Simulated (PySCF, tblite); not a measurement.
Question: What does the PBE0-D3(BJ)/def2-SVP structure of `[O]=[W-]([Cl])([Cl])([Cl])[Cl]` ([WOCl4]-) [radical] look like in three dimensions? (Charge -1 and doublet state.)

Answer: 
Z-matrix in Å and degrees, rows numbered from 1:
```
O 
W   1  1.6809
Cl  2  2.3665  1  105.50
Cl  2  2.3714  1  106.05  3   -89.91
Cl  2  2.3685  1  105.57  3  -179.74
Cl  2  2.3729  1  106.32  3    89.93
```

W2 (tungsten bonded to 4 Cl and O) is square pyramidal (τ5 = (β − α)/60° = 0.02 from the two widest angles, 148.9° and 147.6° (0 for a square pyramid, 1 for a trigonal bipyramid)).

Computed with PySCF 2.14.0, PBE0-D3(BJ)/def2-SVP geometry optimisation, gas phase, def2 core potentials past Kr.

Whether it is a minimum is left open (no frequencies). ⟨S²⟩ = 0.756 (exact for a doublet: 0.75). The geometry's basis has no diffuse functions, a weakness for an anion.


Question: What does the GFN2-xTB structure of InChI=1S/C3HO/c1-2-3-4/h1H look like in three dimensions? (Doublet state.)

Answer: 
```xyz
5
C3HO angstrom
C     -1.1121    0.6051   -0.2385
C     -0.0409    0.0229   -0.0139
C      1.0823   -0.5852    0.2222
O      2.0982   -1.1354    0.4381
H     -2.0190    1.0954   -0.4250
```

Orientation and origin are arbitrary. Atoms count from 1 in this order. The C–C distances run from 1.240 Å (C1=C2, drawn double) to 1.299 Å (C2=C3, drawn double), a spread of 0.059 Å.

Bonds between heavy atoms (Å): C1=C2 1.240, C2=C3 1.299, C3=O4 1.175.

Computed geometry: GFN2-xTB, gas phase. This method treats the open shell by occupation alone, without spin polarisation.

Point group: C∞v (every atom within 0.08 Å of its image). Its GFN2-xTB frequencies are all real (lowest 209 cm⁻¹).


Q: Write a Z-matrix for `BCC(F)(F)F` as optimised with PBE0-D3(BJ)/def2-SVP.

A: 
Z-matrix in Å and degrees, rows numbered from 1:
```
B 
C   1  1.5630
C   2  1.5013  1  116.57
F   3  1.3380  2  111.53  1    59.64
F   3  1.3388  2  112.05  1   179.79
F   3  1.3385  2  111.32  1   -60.30
H   1  1.2078  2  118.35  3   178.42
H   1  1.2058  2  122.14  3    -1.76
H   2  1.1049  1  108.44  3   123.20
H   2  1.1043  1  108.93  3  -123.66
```

B1 (three-coordinate boron) is planar (angles 122.1°, 119.5° and 118.3°, sum 360.0°, 0.00 Å off the plane of its three neighbours). All 3 C–F bonds measure 1.338 to 1.339 Å.

Level of theory: PBE0-D3(BJ)/def2-SVP geometry optimisation, gas phase (PySCF 2.14.0).

Not checked by PBE0-D3(BJ)/def2-SVP frequencies. The numbers are those of one conformer (H–B1–C2–C3 178° and -2°).
